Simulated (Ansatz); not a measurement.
The first iterations of a band of H3SSi (5 atoms, charge 0, multiplicity 2).

Theory: UKS PBE0-D4/def2-SVP (Ansatz 0.2.0).

| Quantity | Value |
| --- | --- |
| movable images | 7 |
| climbing image | yes |
| spring | 5.0 eV/Å² |
| optimiser | quadratic models (default) |
| start path | straight line |
| force threshold | 0.05 eV/Å |
| iteration limit | 60 |
| end points | relaxed |

Image 0:

```xyz
5
Properties=species:S:1:pos:R:3
Si -0.097 -0.697 -0.305
S 0.271 1.416 -0.289
H -0.106 -1.273 1.081
H -1.444 -0.849 -0.938
H 1.425 1.330 0.410
```

Image 8:

```xyz
5
Properties=species:S:1:pos:R:3
Si 0.029 -0.764 -0.018
S 0.623 1.226 0.519
H -0.469 -1.375 1.253
H -1.057 -0.765 -1.054
H 0.924 1.604 -0.743
```

| iteration | highest image above the first end (eV) | largest band force component (eV/Å) |
| --- | --- | --- |
| 1 | 13.527 | 72.117 |
| 2 | 1.155 | 10.178 |

**Question.** Does the band converge within its limit, and where does its top end?

**Answer.** The run converged. It ended after 7 iterations with the highest image 0.093 eV above the first end. Another band between the same ends (7 images) ends at a top of the same energy, where a vibrational analysis finds 1 clearly imaginary mode.

Time of the run: 120 s on 1 thread of Intel(R) Xeon(R) Processor @ 2.70GHz, with other jobs on the host, peak memory 0.13 GiB.
